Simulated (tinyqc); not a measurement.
Inside a calculation. Method: Hueckel theory of the pi electrons with the omega technique, for the molecule [CH2-]C=CF (SMILES; centres numbered as the heavy atoms are written). Computed by tinyqc, a small Python program that keeps every step. Settings: charge = -1, omega = 1.0, damping = 0.3. Command: `OMP_NUM_THREADS=1 python tinyqc.py 23863 23864 out.jsonl` (the two numbers bound the seeds that draw the settings). One thread of a shared host (Intel(R) Xeon(R) Processor @ 2.60GHz), about 0.01 s of CPU time with the checks.

## The Hueckel matrix

Centres:

| centre | z_r, pi electrons of the neutral centre | h |
|---|---|---|
| 1C | 1 | 0.000000 |
| 2C | 1 | 0.000000 |
| 3C | 1 | 0.000000 |
| 4F | 2 | 3.080000 |

Bonds:

| i | j | k |
|---|---|---|
| 1 | 2 | 1 |
| 2 | 3 | 1 |
| 3 | 4 | 0.700000 |

H_rr = alpha + h_r beta, H_rs = k_rs beta for bonded centres.

Hueckel matrix in units of beta (H = alpha + beta A):
```
          1C        2C        3C        4F
1C  0.000000  1.000000  0.000000  0.000000
2C  1.000000  0.000000  1.000000  0.000000
3C  0.000000  1.000000  0.000000  0.700000
4F  0.000000  0.000000  0.700000  3.080000
```

## Orbitals, round 1

pi electrons, sum of z_r less the charge = 6

Diagonalise; E = alpha + x beta with beta < 0, so the largest x are filled first; degenerate levels share their electrons. P = sum n_i c_ri c_si; each orbital has its largest coefficient positive (the first on a tie).

x values: 3.248477  1.351523  -0.077363  -1.442636

occupations: 2.000000  2.000000  2.000000  0.000000

coefficients:
```
         MO1        MO2        MO3        MO4
1C  0.024411   0.525445   0.699691  -0.483470
2C  0.079300   0.710151  -0.054131   0.697472
3C  0.233192   0.434341  -0.695504  -0.522728
4F  0.968884  -0.175900   0.154196   0.080906
```

charge and bond-order matrix P:
```
           1C         2C         3C         4F
1C   1.532513   0.674413  -0.505446   0.078231
2C   0.674413   1.027067   0.729175  -0.112860
3C  -0.505446   0.729175   1.453512   0.084584
4F   0.078231  -0.112860   0.084584   1.986908
```

## Omega technique, round 1

h_r = h_r(0) + omega q_r, omega = 1, with q_r = z_r - P_rr; 0.3 of the old diagonal is kept.

matrix after round 1:
```
           1C         2C         3C        4F
1C  -0.372759   1.000000   0.000000  0.000000
2C   1.000000  -0.018947   1.000000  0.000000
3C   0.000000   1.000000  -0.317458  0.700000
4F   0.000000   0.000000   0.700000  3.089164
```

## Orbitals, round 2

As before.

x values: 3.241175  1.188518  -0.414678  -1.635015

occupations: 2.000000  2.000000  2.000000  0.000000

coefficients:
```
         MO1        MO2        MO3        MO4
1C  0.019629   0.480712   0.705793  -0.519987
2C  0.070938   0.750525  -0.029586   0.656357
3C  0.211637   0.425520  -0.694085  -0.540730
4F  0.974573  -0.156717   0.138665   0.080122
```

charge and bond-order matrix P:
```
           1C         2C         3C         4F
1C   1.459226   0.682595  -0.562346   0.083325
2C   0.682595   1.138391   0.709824  -0.105177
3C  -0.562346   0.709824   1.415222   0.086649
4F   0.083325  -0.105177   0.086649   1.987161
```

## Omega technique, round 2

As before.

matrix after round 2:
```
           1C         2C         3C        4F
1C  -0.433286   1.000000   0.000000  0.000000
2C   1.000000  -0.102558   1.000000  0.000000
3C   0.000000   1.000000  -0.385893  0.700000
4F   0.000000   0.000000   0.700000  3.091737
```

## Convergence

Each round sets h_r = h_r(0) + omega (z_r - P_rr), keeping the share named as damping of the old diagonal; repeat until output and input diagonals agree to 1e-6.

Rounds:

| round | sum n x | largest \|h(out) - h(in)\| |
|---|---|---|
| 1 | 9.045273 | 5.33e-01 |
| 2 | 8.030029 | 1.19e-01 |
| 3 | 7.754877 | 3.17e-02 |
| 4 | 7.670618 | 9.51e-03 |
| 5 | 7.645388 | 2.80e-03 |
| 6 | 7.637797 | 8.58e-04 |
| 7 | 7.635517 | 2.52e-04 |
| 8 | 7.634831 | 7.74e-05 |
| 9 | 7.634625 | 2.27e-05 |
| 10 | 7.634563 | 7.00e-06 |
| 11 | 7.634545 | 2.06e-06 |
| 12 | 7.634539 | 6.34e-07 |

Converged in 12 rounds.

## Energy, charges, bond orders

final x values: 3.239276  1.085927  -0.507934  -1.737268

occupations: 2.000000  2.000000  2.000000  0.000000

final P:
```
           1C         2C         3C         4F
1C   1.464247   0.682025  -0.559238   0.081057
2C   0.682025   1.131768   0.711921  -0.103187
3C  -0.559238   0.711921   1.416248   0.084610
4F   0.081057  -0.103187   0.084610   1.987736
```

E = sum n x; q_r = z_r - P_rr; bond order p = P_rs; free valence = sqrt(3) - sum of p over the bonds of the atom.

pi energy = 6 alpha + this times beta = 7.634539

pi charges: 1C -0.464247, 2C -0.131768, 3C -0.416248, 4F 0.012264

Bond orders and lengths from R = 1.517 - 0.180 p (angstrom, C-C alone):

| bond | p | R |
|---|---|---|
| 1-2 | 0.682025 | 1.394236 |
| 2-3 | 0.711921 | 1.388854 |
| 3-4 | 0.084610 | - |

free valence of the carbons: 1C 1.050026, 2C 0.338105, 3C 0.935520

gap between the highest filled and the next level = 1.229334 |beta|
